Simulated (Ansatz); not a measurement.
BF (charge +1), a composite energy at a relaxed geometry

Program: Ansatz 0.2.0, Python API.

Interactive session:
```pycon
>>> from dataclasses import dataclass
>>> import itertools
>>> import ansatz as az
>>> from ase import Atoms
>>> from ase.data import atomic_numbers, covalent_radii
>>> import numpy as np
>>> @dataclass(frozen=True)
... class RunConfig:
...     basis_set: str = "def2-SVP"
...     functional: str = "r2scan"
...     vdw: str = "d3bj"
...     net_charge: int = 1
...
>>> settings = RunConfig()
>>> atoms = Atoms(["B", "F"], positions=[
...     (0.0, 0.0, 0.0),
...     (0.0, 0.0, 1.53),
... ])
>>> geometry = az.Crystal.molecule_from_ase(atoms)
>>> calculation = (
...     geometry.calculation()
...     .basis(gaussian=settings.basis_set)
...     .functional(settings.functional, dispersion=settings.vdw)
...     .charge(settings.net_charge)
...     .spin("collinear", total=1)  # spin-polarised run
...     .accuracy("medium")
...     .scf(lower_state_search="light")
... )
>>> symbols = [site.symbol for site in geometry.cartesian_sites]
>>> start = np.array([site.position_ang for site in geometry.cartesian_sites], dtype=float)
>>> summary = calculation.relax(force_tolerance=0.01, max_steps=100).run(threads=1).report
DeckWarning: the engine holds no damping parameters fitted to this dispersion correction and functional, so the run takes those fitted to r2scan beside the three-body term, which d3bj leaves out (hamiltonian.dispersion, under Limitations)
>>> end = np.array(summary["positions_ang"])
>>> # pairs closer than 1.2 times the sum of covalent radii, before or after
>>> radius = [covalent_radii[atomic_numbers[s]] for s in symbols]
>>> span = lambda where, i, j: np.linalg.norm(where[i] - where[j])
>>> bonded = [(i, j) for i, j in itertools.combinations(range(len(symbols)), 2) if min(span(start, i, j), span(end, i, j)) < 1.2 * (radius[i] + radius[j])]
>>> print("pair        before    after (A)")
pair        before    after (A)
>>> for i, j in bonded:
...     print(f"{symbols[i]}{i}-{symbols[j]}{j}".ljust(10), f"{span(start, i, j):8.4f} {span(end, i, j):8.4f}")
...
B0-F1        1.5300   1.2191
>>> minimum = az.Crystal.molecule()
>>> for symbol, place in zip(symbols, end):
...     minimum = minimum.atom(symbol, place.tolist())
...
>>> at_minimum = (
...     minimum.calculation()
...     .charge(settings.net_charge)  # electrons removed from the neutral system
...     .spin("collinear", total=1)  # two spin channels
... )
>>> # MP2 extrapolated to the basis limit, plus the small-basis difference CCSD(T) - MP2
>>> level = lambda method, basis: at_minimum.basis(gaussian=basis).correlation(method).run(threads=1).report
>>> small, large, cluster = level("mp2", "cc-pVDZ"), level("mp2", "cc-pVTZ"), level("ccsd_t", "cc-pVDZ")
>>> corr = lambda each: (each["free_energy_ev"] - each["reference_energy_ev"]) / 27.211386246
>>> mp2_limit = (27 * corr(large) - 8 * corr(small)) / 19
>>> pieces = {"HF / cc-pVTZ": large["reference_energy_ev"] / 27.211386246, "MP2 correlation, DZ-TZ limit": mp2_limit, "CCSD(T) - MP2 / cc-pVDZ": corr(cluster) - corr(small)}
>>> for name, value in pieces.items():
...     print(f"{name:32s} {value:14.6f} Ha")
...
HF / cc-pVTZ                        -123.795057 Ha
MP2 correlation, DZ-TZ limit          -0.317675 Ha
CCSD(T) - MP2 / cc-pVDZ               -0.008834 Ha
>>> print(f"{'sum':32s} {sum(pieces.values()):14.6f} Ha")
sum                                 -124.121567 Ha
>>> print("T1 diagnostic", round(cluster["correlation"]["coupled_cluster"]["t1_diagnostic"], 4))
T1 diagnostic 0.0216
```

What to keep in mind:
- These settings explore the input space; basis and method may be short of convergence.
- Warnings are shown shortened and without file and line.
- The sum leaves out core correlation, relativity, the Hartree-Fock basis error and zero-point energy; a DZ-TZ extrapolation is rough.
- The species is open-shell (spin multiplicity 2).
- Inner cores stay frozen, so this is valence correlation.
- The spin state was assumed, and another may lie lower.
- An extrapolation from small basis sets is rough.
- A dispersion term here runs with damping parameters fitted for another variant or functional.
- Finished in 7.4 s on 1 thread of Arm Neoverse V1, on a shared host, peak memory 0.18 GiB.

(A comment or docstring line of the script was reworded after the run, the code is as it ran; lines on the test bed's own set-up are left out of the output.)
